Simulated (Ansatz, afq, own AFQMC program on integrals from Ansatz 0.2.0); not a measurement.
**Breaking B2–H4 in BHClF, singlet**

```yaml
atoms:
  - { symbol: F, position_ang: [1.2486, 0.2826, -0.4643] }
  - { symbol: B, position_ang: [0.1025, -0.0761, 0.0624] }
  - { symbol: Cl, position_ang: [-1.3717, 0.5706, -0.6108] }
  - { symbol: H, position_ang: [0.0762, -0.8373, 0.9924] }
```

Products: BClF (doublet; F–B–Cl) and H (doublet), each relaxed with PBE0/def2-SVP like the molecule; electronic energies without zero-point terms. Determinants: RHF, UHF and UHF in that order.

Basis def2-TZVP. Only valence electrons are correlated. Integrals, coupled cluster, full CI and functionals: Ansatz 0.2.0; the random walks run on the same integrals in our own AFQMC program. ph-AFQMC/CISD is guided by a CISD state made of CCSD amplitudes; releasing the constraint for a short imaginary time cuts its bias at the price of noise, slowly where states lie close. ± is one standard error of the sampling. The errors of all members are added in quadrature.

No full CI on the walks' own integrals is used here. The released AFQMC energy serves as the reference, which it does only where one determinant dominates, the energy is flat over the last release times and near the phaseless one (40 meV or 2 meV an electron, half that with transition metals). On small molecules, where full CI could be run and the noise was under 10 meV, such values lay within 10 meV of it in 19 cases of 20, a flattering rate, since the rule was set on those same cases; what remains of the bias isn't in the error bar. Each member takes its own surest rung, up to full CI.

The best estimate is CCSD(T) at the basis-set limit (CBS: def2-TZVPP and def2-QZVPP, with their diffuse functions for anions and beside diffuse sets, CCSD(T) itself extrapolated) plus the step from CCSD(T) to AFQMC with the constraint released in def2-TZVP. Rows without CBS are in def2-TZVP; B2PLYP and the wave-function rows carry a basis error of their own. Core correlation and relativity beyond core potentials are missing, and ± holds the sampling alone.

Cautions: BClF (doublet): the released value is read at 1.50 1/Eh with a noise of 12 meV, more than in the cases checked (meV from the phaseless value at times in 1/Eh: -6 ± 6 at 0.24, -17 ± 8 at 0.51, -18 ± 16 at 0.99, -4 ± 12 at 1.50).

Best estimate: 4.851 ± 0.012 eV.

| level | bond energy (eV) | error against the best estimate (eV) |
| --- | --- | --- |
| HF | 3.878 | -0.974 ± 0.012 |
| MP2 | 4.627 | -0.225 ± 0.012 |
| CCSD | 4.735 | -0.117 ± 0.012 |
| CCSD(T) | 4.735 | -0.117 ± 0.012 |
| ph-AFQMC/CISD | 4.749 ± 0.009 | -0.102 ± 0.015 |
| released AFQMC | 4.748 ± 0.016 | -0.104 |
| HF/CBS | 3.879 | -0.972 ± 0.012 |
| MP2/CBS | 4.767 | -0.085 ± 0.012 |
| CCSD(T)/CBS | 4.844 | -0.008 ± 0.012 |
| PBE | 4.581 | -0.271 ± 0.012 |
| r2SCAN | 4.585 | -0.266 ± 0.012 |
| PBE0 | 4.629 | -0.223 ± 0.012 |
| B3LYP | 4.759 | -0.092 ± 0.012 |
| wB97M-V | 4.875 | 0.023 ± 0.012 |
| B2PLYP | 4.742 | -0.109 ± 0.012 |

Correlation beyond CCSD(T) changes it by less than twice the noise. Going to the basis-set limit adds 0.109 eV at CCSD(T). The perturbative (T) step is worth +0.000 eV. The functionals spread over 0.294 eV; wB97M-V comes nearest and PBE is 0.271 eV too low.

Best estimates are given only where the step beyond CCSD(T) is under 0.3 eV and no member's determinant is very poor (T1 over 0.05, or 0.07 for open shells, ⟨S²⟩ too high by 0.3, two states mixed), so the hardest cases are missing from such tables.

The functionals ran in a triple-zeta set and keep a basis error of their own, a few kJ/mol for each bond in atomization energies and more for double hybrids, so close places among them and the extrapolated levels can swap.

Each member of a difference takes its own highest rung, so a best estimate needn't equal the limit plus the step of one row. A walk keeps the symmetry of its determinant, which the program's search chose and which needn't be the lowest solution, so a lower state of the same spin and another symmetry isn't excluded. Released energies are given only where the last usable release times agree within the noise; a slower fall can still hide under it.
